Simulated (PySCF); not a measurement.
**Simulated absorption spectrum**

Species: C6H8.
Geometry (PBE0-D3(BJ)/def2-SVP, Å), atoms numbered from 1 in this order:
```
atom  x, y, z in Å
C1     0.3392   -1.8057    1.9656
C2     0.1454   -0.8201    1.1305
C3    -0.0505    0.1760    0.2833
C4    -0.0459    1.6056    0.7534
C5    -0.2754   -0.1192   -1.1360
C6    -0.4854    0.7950   -2.0929
H7    -0.4971   -2.2856    2.4874
H8     1.3452   -2.1885    2.1746
H9     0.1366    1.6686    1.8335
H10   -1.0113    2.0894    0.5341
H11    0.7360    2.1823    0.2334
H12   -0.2646   -1.1808   -1.4027
H13   -0.6452    0.4938   -3.1306
H14   -0.5061    1.8671   -1.8811
```

Level of theory: PySCF 2.14.0, density-fitted response routines, TDDFT CAM-B3LYP/def2-SVPD, vertical, gas phase, core orbitals frozen in the response.

Computed states:

```csv
state,E (eV),f
S1,5.44,0.0008
S2,5.80,0.0001
S3,5.83,0.793
S4,6.39,0.0056
S5,7.11,0.018
S6,7.31,0.0032
```

Broadening: Gaussians 0.4 eV wide at half height, area fixed by f = 4.319×10⁻⁹ ∫ε dν̃. The width is an assumption, not a result. The curve ends short of the highest state used, and states not computed would add to its high-energy end.

(1) Give the broadened spectrum and its maxima.

(2) On this curve, what absorbance would a 10⁻³ mol/L sample give at 193 nm over a 1 cm path?

(3) Coming from long wavelengths, where does ε first pass 100 L mol⁻¹ cm⁻¹?

Results:

(1) 
λ (nm), ε (L mol⁻¹ cm⁻¹) and a bar:
```
    184.9        137 
    186.9        156 
    188.9        231 
    191.0        339 
    193.0        479 
    195.1        798 
    197.1       1618 #
    199.1       3583 ##
    201.2       7804 ####
    203.2      14601 ########
    205.3      24595 ##############
    207.3      35527 ####################
    209.3      45492 ##########################
    211.4      52151 #############################
    213.4      53167 ##############################
    215.4      48943 ############################
    217.5      40447 #######################
    219.5      30730 #################
    221.6      21003 ############
    223.6      13462 ########
    225.6       8003 #####
    227.7       4301 ##
    229.7       2231 #
    231.8       1055 #
    233.8        493 
    235.8        224 
    237.9         96 
    239.9         43 
    242.0         19 
    244.0          9 
    246.0          4 
    248.1          2 
    250.1          1 
    252.1          0 
    254.2          0 
    256.2          0
```

Maxima: 213 nm (5.83 eV), ε about 53000, made up of S3 (100%) (ε in L mol⁻¹ cm⁻¹; maxima over ε = 5, shares over 10%). At its high-energy end, 6.71 eV, the curve is still rising (ε about 140, from S4 and S5).

(2) 193 nm is 6.424 eV, where ε is about 480 L mol⁻¹ cm⁻¹, so A = ε c l ≈ 0.48 (Beer–Lambert, with the gas-phase spectrum and the assumed width).

(3) At about 238 nm (5.21 eV), 0.22 eV below S1.

One conformer stands for the species.
